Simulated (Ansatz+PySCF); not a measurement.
doublet H2OF: levels of theory in one basis

```xyz
4

O     0.0000    0.0000   -0.1627
H     0.0000    0.0000    1.3019
H    30.0000    0.0000   -1.8220
F    30.0000    0.0000    0.2024
```

Basis set: 6-31G (spherical functions). Correlated methods keep 2 orbitals frozen. Correlation on ROHF uses semicanonical orbitals with singles. Charge 0, multiplicity 2.

Computed with Ansatz (development build ahead of 0.2.0); each method stands on the lowest determinant of its kind that the runs found. NEVPT2 correlates all electrons. Active spaces start from the frontier orbitals, and the lowest solution found is given.

| method | E − E(ROHF) (eV) | <S²> of the determinant |
| --- | --- | --- |
| ROHF | 0.00 | 0.75 |
| UHF | -3.96 | 2.18 |
| ROHF-MP2 | -8.21 | – |
| UHF-MP2 | -8.14 | 2.18 |
| ROHF-CCSD | -9.44 | – |
| UHF-CCSD | -9.48 | 2.18 |
| ROHF-CCSD(T) | -9.75 | – |
| UHF-CCSD(T) | -9.63 | 2.18 |
| CASSCF(5,5) | -5.30 | – |
| CASSCF(3,3) | -3.63 | – |
| SC-NEVPT2(5,5) | -9.36 | – |

Problem. What does SC-NEVPT2(3,3) give on the same scale?

Solution. -8.98 eV. NEVPT2 here correlates all electrons, so it doesn't share the others' frozen core.

Problem. Is a single determinant a sound starting point here?

Solution. It is doubtful. Unrestricted orbitals lower Hartree–Fock by 3.96 eV and <S²> is 2.18 where a pure state has 0.75, a sign of strong static correlation. The CASSCF(5,5) natural occupations are 1.83, 1.48, 1.00, 0.52, 0.17.

Caution for ROHF, ROHF-MP2, ROHF-CCSD, ROHF-CCSD(T): an unrestricted determinant lies well below. Caution for UHF, UHF-MP2, UHF-CCSD, UHF-CCSD(T): the unrestricted determinant is a mixture of spin states. Caution for ROHF-MP2, UHF-MP2, ROHF-CCSD, UHF-CCSD, ROHF-CCSD(T), UHF-CCSD(T): large amplitudes, a single reference is doubtful. Caution for ROHF-MP2, UHF-MP2: forces differ strongly between restricted and unrestricted references. Caution for ROHF-CCSD(T): the amplitudes may be one of several solutions. Caution for UHF-CCSD(T): another reference gives a lower total. Caution for CASSCF(5,5), CASSCF(3,3): other starts end on other solutions of this active space.
